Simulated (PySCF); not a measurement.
Results of MP2 (GTH pseudopotentials, Gaussian basis; PySCF) for zinc-blende CdTe.

The same calculation (at the measured cell, 34.012 Å³/atom) with different numerical settings; throughout: k mesh 2×2×2:

| run | basis | correlation energy (eV/atom) | total energy (eV/atom) |
|---|---|---|---|
| 1 | DZ | -5.6924 | -753.5547 |
| 2 | TZ | -9.4369 | -757.6010 |
| 3 | QZ | -10.7404 | -758.9523 |

In the column total energy (eV/atom) the first row differs from the last by +5.3976 and the next to last by +1.3513.

The last row is no converged limit: other settings stay fixed.
